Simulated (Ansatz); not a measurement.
# B2H4O: the cost of one run

All numbers below are computed with Ansatz 0.2.0 (RKS PBE-D4/def2-SVP).

## (1) Starting point

Bond lengths: B1–B2 1.611 Å, B2–O3 1.440 Å, B1–H4 1.133 Å, B1–H5 1.242 Å, B2–H6 1.198 Å, O3–H7 1.026 Å. Angles: B1–B2–O3 117.6°, B1–B2–H6 121.2°, O3–B2–H6 121.2°, B2–B1–H4 122.6°, B2–B1–H5 119.6°, H4–B1–H5 117.8°, B2–O3–H7 105.6°.

Coordinates:

```xyz
7

B    -0.8874    0.1610   -0.5943
B     0.2967    0.2188    0.4965
O     0.9439   -1.0196    0.8448
H    -1.1924   -0.7995   -1.1130
H    -1.4837    1.2045   -0.9085
H     0.6243    1.2545    1.0023
H     1.7598   -1.0878    0.2266
```

## (2) Relaxing end A

The input, input.yaml:

```yaml
crystal:
  periodic: [false, false, false]
  atoms:
    - { symbol: B, position_ang: [-0.8874, 0.161, -0.5943] }
    - { symbol: B, position_ang: [0.2967, 0.2188, 0.4965] }
    - { symbol: O, position_ang: [0.9439, -1.0196, 0.8448] }
    - { symbol: H, position_ang: [-1.1924, -0.7995, -1.113] }
    - { symbol: H, position_ang: [-1.4837, 1.2045, -0.9085] }
    - { symbol: H, position_ang: [0.6243, 1.2545, 1.0023] }
    - { symbol: H, position_ang: [1.7598, -1.0878, 0.2266] }
basis:
  gaussian: { orbitals: def2-SVP }
hamiltonian:
  xc: pbe
  dispersion: d4
relax:
  f_tol: 0.02
  max_steps: 50
```

The run is started by

```console
$ ansatz run input.yaml --threads 1 --pin off --max-ram 2048MiB --backend cpu --events-out ev --progress --plain --runs-dir out
```

Q: Estimate wall time and peak memory on 1 thread of Arm Neoverse V2, shared host.

About 20 s, with a peak of 0.1 GiB.
